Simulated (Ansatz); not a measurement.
Worked example: SbH, triplet against SbH⁻, doublet

Geometry (PBE0/def2-TZVPD stationary point of a doublet), kept for both states (SbH⁻, doublet: Π; SbH, triplet: Σ⁻):

```xyz
2

Sb    0.0000    0.0000    0.0000
H     0.0000    0.0000    1.7338
```

Basis def2-SVPD with its core potentials; Ansatz 0.2.0. Correlated methods freeze the noble-gas cores and the filled d shells of p-block atoms. Prefix R: restricted or restricted open-shell reference. No spin–orbit coupling is included; scalar relativity enters through the core potentials alone.

Full CI is exact within this basis and frozen core; it isn't the basis-set limit.

The highest occupied Kohn–Sham level of the anion is positive, up to +2.37 eV, so in those functionals the extra electron is held by the basis alone, which enters their differences from the reference.

```csv
level,"E(SbH⁻, doublet) (hartree)","E(SbH, triplet) (hartree)"
RCCSD(T),-239.932753,-239.918284
PBE,-240.821322,-240.796772
B3LYP,-240.917150,-240.889097
full CI,-239.933556,-239.918848
```

Give the vertical gap, SbH triplet less SbH⁻ doublet, at each level in eV (1 hartree = 27.2114 eV), and each error against full CI.

full CI: (-239.918848 − (-239.933556)) × 27.2114 = 0.400 eV (the reference)
B3LYP: (-240.889097 − (-240.917150)) × 27.2114 = 0.763 eV, error 0.363 eV
PBE: (-240.796772 − (-240.821322)) × 27.2114 = 0.668 eV, error 0.268 eV
RCCSD(T): (-239.918284 − (-239.932753)) × 27.2114 = 0.394 eV, error -0.006 eV

Total energies of functionals can't be set beside those of wave-function methods, since they hold the core's correlation and their own absolute errors; only the differences compare.

In so small a basis the reference is far from its limit while semilocal and hybrid functionals are nearer theirs, so the functionals' errors here hold much of the reference's basis and frozen-core error, which can add to them or hide them.

Each level lands on the state that its own search finds. T1 diagnostics of restricted CCSD: 0.018 and 0.021.
